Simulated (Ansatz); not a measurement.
`OC=C(Cl)Cl` + H₂ → `O/C=C\Cl` + HCl at 600 K and 1 bar (hydrogenolysis of a C–Cl bond).

Isolated molecules relaxed with PBE0-D4/def2-TZVP in Ansatz; ΔE leaves out vibrations. CBS: MP2 limit from def2 TZ/QZ plus the TZ coupled-cluster correction, frozen cores. This one scheme is used for every species. Each species was taken in one conformer, which may not be the lowest.

```json
{"species": "`OC=C(Cl)Cl`", "CCSD(T)/CBS energy (Eh)": "-1072.00088", "H − E (kJ/mol)": "149.6", "S (J/(mol·K))": "384.4"}
{"species": "H₂", "CCSD(T)/CBS energy (Eh)": "-1.17544", "H − E (kJ/mol)": "43.9", "S (J/(mol·K))": "150.8"}
{"species": "`O/C=C\\Cl`", "CCSD(T)/CBS energy (Eh)": "-612.83223", "H − E (kJ/mol)": "167.0", "S (J/(mol·K))": "344.8"}
{"species": "HCl", "CCSD(T)/CBS energy (Eh)": "-460.38127", "H − E (kJ/mol)": "35.4", "S (J/(mol·K))": "207.2"}
```

H − E and S are ideal-gas, rigid-rotor, harmonic terms from PBE0-D4/def2-TZVP, for one conformer and one mirror image of each species. The MP2-based limit puts H₂ 0.8 mEh under its directly extrapolated value; such offsets cancel only in part. 1 Eh = 2625.50 kJ/mol, R = 8.31446 J/(mol·K).

Task: By hand: ΔE, ΔH, ΔS and ΔG.

Result: ΔE = (-612.83223) + (-460.38127) − (-1072.00088) − (-1.17544) = -0.03718 Eh = -97.6 kJ/mol. Δ(H − E) = 167.0 + 35.4 − 149.6 − 43.9 = 8.9, so ΔH = -88.7 kJ/mol. ΔS = 344.8 + 207.2 − 384.4 − 150.8 = 16.8 J/(mol·K). ΔG = -88.7 − 600 × (16.8)/1000 = -98.8 kJ/mol.

Task: By hand: the equilibrium constant, and the temperature at which ΔG would vanish if ΔH and ΔS stayed fixed.

Result: log₁₀ K = −ΔG/(RT ln 10) = 8.6. ΔH and −TΔS have one sign here, so there is no such temperature.

ΔH outweighs TΔS. A doubt of 5 kJ/mol in ΔE shifts log₁₀ K by 0.4 here. Other conformers and mirror images would add mixing entropy, several J/(mol·K) or more a flexible species. These are equilibria of isolated gas molecules and say nothing of rates. Largest T1 diagnostic: 0.012 (customary marks: 0.02 for closed shells, 0.045 for open ones).
